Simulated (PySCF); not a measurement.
Molecule: SMILES Cl[SiH3], ClH₃Si.

Numbering as in the mapped SMILES `[SiH3:1][Cl:2]`; H(Xn) means a hydrogen on atom n.

Geometry PBE0-D3(BJ)/def2-SVP throughout; GIAO in PySCF 2.14, gas phase, one conformer, non-relativistic; equivalent atoms averaged; functional PBE0.

Q: How do the absolute shieldings σ depend on the basis set? (ppm; last column core-seconds on shared hosts with different chips, so compare them loosely)

A: 
```tsv
basis set	functions	Si1	Cl2	H(Si1)	core-s
pcSseg-0	32	397.8	1142.9	27.64	2.3
6-31G*	42	420.7	1056.2	26.88	3.3
cc-pVDZ	51	443.1	1059.5	26.29	3.8
def2-SVP	51	435.9	1062.5	26.32	3.1
pcSseg-1	63	382.4	1041.7	26.26	2.3
aug-cc-pVDZ	81	457.8	1055.1	26.19	5.8
6-311+G(2d,p)	88	377.8	1018.4	26.24	6
def2-TZVP	92	368.4	1025.1	26.20	6.7
cc-pVTZ	110	391.1	1037.3	26.21	7.9
IGLO-III	118	384.3	1025.4	26.19	7.5
pcSseg-3	251	374.3	1025.7	26.06	29
```

Q: Which nucleus moves most, in ppm?

A: Cl2 (chlorine bonded to Si): from 1018.4 ppm with 6-311+G(2d,p) to 1142.9 ppm with pcSseg-0. The smallest spread is 1.58 ppm, at H(Si1).

Q: Taking the largest basis, pcSseg-3 (251 functions), as the yardstick, rank the others by their worst heavy-atom deviation.

A: def2-TZVP 5.9 ppm (92 functions), 6-311+G(2d,p) 7.3 ppm (88 functions), IGLO-III 10.1 ppm (118 functions), pcSseg-1 16.0 ppm (63 functions), cc-pVTZ 16.8 ppm (110 functions), 6-31G* 46.4 ppm (42 functions), def2-SVP 61.6 ppm (51 functions), cc-pVDZ 68.8 ppm (51 functions), aug-cc-pVDZ 83.5 ppm (81 functions), pcSseg-0 117.2 ppm (32 functions).

A small basis that lands close on one nucleus may do so by chance; judge by the trend and by all nuclei.
